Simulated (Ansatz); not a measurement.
`BSC` + `C=NO` → `C/C=N/O` + `BS`  (formal exchange of groups at a C–S bond)

Calculated with Ansatz (gas phase, PBE0-D4/def2-TZVP geometries, no zero-point term in ΔE). CCSD(T)/CBS is the MP2 limit (def2-TZVPP, def2-QZVPP) plus CCSD(T) − MP2 in def2-TZVPP, frozen cores. This one scheme is used for every species. Functionals use def2-TZVPP. One conformer a species, not always the lowest.

Q: Is it downhill or uphill in electronic energy at CCSD(T)/CBS, and by how much? (An estimate is asked.)

A: Computed: Downhill: ΔE = -5.8 kcal/mol.

Q: What do these levels give: B97M-V, r2SCANh-D4, BHLYP-D4, PBE-QIDH, LC-ωPBE, MP2/def2-SVP, CCSD(T)/def2-SVP, HF/def2-TZVPP, MP2/def2-TZVPP, MP2/def2-QZVPP, SCS-MP2/def2-QZVPP, HF/CBS(def2)? (Estimate.)

A: Ansatz gave: B97M-V -6.5, r2SCANh-D4 -6.1, BHLYP-D4 -6.5, PBE-QIDH -6.5, LC-ωPBE -6.7, MP2/def2-SVP -9.0, CCSD(T)/def2-SVP -9.0, HF/def2-TZVPP -7.6, MP2/def2-TZVPP -6.2, MP2/def2-QZVPP -5.9, SCS-MP2/def2-QZVPP -5.9, HF/CBS(def2) -7.6 kcal/mol.

Largest T1 diagnostic among the species: 0.015.

From BLYP to BHLYP (50 % exact exchange), in def2-TZVPP and without D4, ΔE moves by −1.3 kcal/mol. Leaving LDA and LC-ωPBE aside and taking each functional with its dispersion term where it has one, the values, not all of them listed here, spread over 1.7 kcal/mol, from CAM-B3LYP-D4 to revPBE-D4. LDA lies −1.2 kcal/mol from PBE without D4.
